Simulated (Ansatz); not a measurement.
One crystal and one scan (energy against volume) at two levels, PBE (plane waves to 420 eV, PAW, scalar-relativistic; Ansatz, a first-principles code) and PBEsol (plane waves to 420 eV, PAW, scalar-relativistic; Ansatz), each from its own relaxed cell and on its own mesh. The cell shown is that of PBE.

Rb (bcc, W type)

```xyz
1
Lattice="-2.8355 2.8355 2.8355 2.8355 -2.8355 2.8355 2.8355 2.8355 -2.8355" Properties=species:S:1:pos:R:3 pbc="T T T"
Rb     0.0000     0.0000     0.0000
```

E(V) scan at fixed shape, V₀ the volume above. Symmetry pins the atoms to their sites.

Energies are smeared free energies. Rb was relaxed with its symmetry unable to fall. Percentages come from the unrounded values. Both scans cover V/V₀ from 0.900 to 1.100.

| quantity | PBE | PBEsol | PBE − PBEsol |
|---|---|---|---|
| Lattice constant a (Å) | 5.671 | 5.575 | +0.096 (+1.7 %) |
| Pressure at the smallest volume (GPa) | 0.4 | 0.4 | 0.0 |
| Energy cost of the largest compression (meV/atom) | 9 | 9 | 0 |
| Energy cost of the largest expansion (meV/atom) | 7 | 7 | 0 |
| Bulk modulus B₀ (third-order Birch-Murnaghan fit) (GPa) | 2.8 | 2.9 | -0.1 (-6 %) |
| Pressure derivative B₀′ (fit) | 3.8 | 3.7 | +0.1 (+1 %) |
| Pressure for 5 % compression (fit) (GPa) | 0.2 | 0.2 | 0.0 |

PBE gives the higher value for: lattice constant a. They agree on: pressure derivative B₀′ (within 1.5 %). For the lattice constant a the reference is 5.576 Å (measured, corrected to the static lattice; as given in Gábor I. Csonka, John P. Perdew, Adrienn Ruzsinszky et al., Physical Review B (2009), arXiv:0903.4037): PBEsol lies nearer.  Neither level is exact: the differences show how much the result hangs on the functional.

ΔE (meV/atom), each from the relaxed starting cell of its own level:

```tsv
V/V₀	PBE	PBEsol
0.900	9	9
0.920	6	5
0.940	3	3
0.960	1	1
0.980	0	0
1.000	0	0
1.020	0	0
1.040	1	1
1.060	3	3
1.080	4	5
1.100	7	7
```

(A scan under strain: stresses follow from slopes of the energy per volume, elastic moduli from its curvatures.)
